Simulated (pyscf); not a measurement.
PySCF, gas phase, ωB97X-D3(BJ)/def2-SVP geometries.

Q: AsH₃ (SMILES [AsH3]) + InH₃ (SMILES [InH3]) -> H₂As–InH₂ (SMILES [AsH2][InH2]) + H₂ (SMILES [H][H])
Surface: singlet. Broken: As–H, H–In. Formed: As–In, H–H. Give ΔE‡ and ΔE from ωB97M-D3(BJ)/def2-TZVP, relative to the separated reactants.

A: ΔE‡ = 99.6 kJ/mol, ΔE = -47.0 kJ/mol. Zero-point energy shifts the barrier by +3.1 kJ/mol. It is a four-centre exchange, with an imaginary mode of 1420i cm⁻¹. On the reactant side the descent ends in a complex (not fully relaxed), 26.1 kJ/mol under the separated species and 104.8 kJ/mol under the saddle at ωB97X-D3(BJ)/def2-TZVP. At the saddle there is also a short H–In contact that neither side keeps. At ωB97X-D3(BJ)/def2-TZVP the barrier from the zero used here is 78.7 kJ/mol. One saddle was located; it need not be the lowest between these sides. Elements up to Kr have no core potential and no relativistic terms here. Elements past Kr carry the def2 core potentials, without spin-orbit coupling.
